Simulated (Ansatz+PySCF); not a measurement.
The numbers below are computed, except where a source is named.
## Ansatz (development build ahead of 0.2.0) run

```yaml
crystal:
  periodic: [false, false, false]
  atoms:
    - { symbol: O, position_ang: [0.0, 0.0, -0.10849] }
    - { symbol: H, position_ang: [0.0, 0.0, 0.86793] }
    - { symbol: Li, position_ang: [30.0, 0.0, -1.43806] }
    - { symbol: H, position_ang: [30.0, 0.0, 4.31418] }
basis:
  gaussian: { orbitals: "6-31G" }
magnetization:
  initial_magnetization: 1
hamiltonian:
  xc: hf
```

The input is written out in the form of the current development build from the run's settings.

Output:

- Converged: yes
- Total energy: -83.16621 hartree
- Spin squared of the determinant: 0.750
- Stability test: minimum among restricted orbitals
- Occupied orbitals by symmetry in an Abelian subgroup (alpha; beta): 6 A' 1 A''; 6 A'

Caution: an unrestricted determinant lies well below.
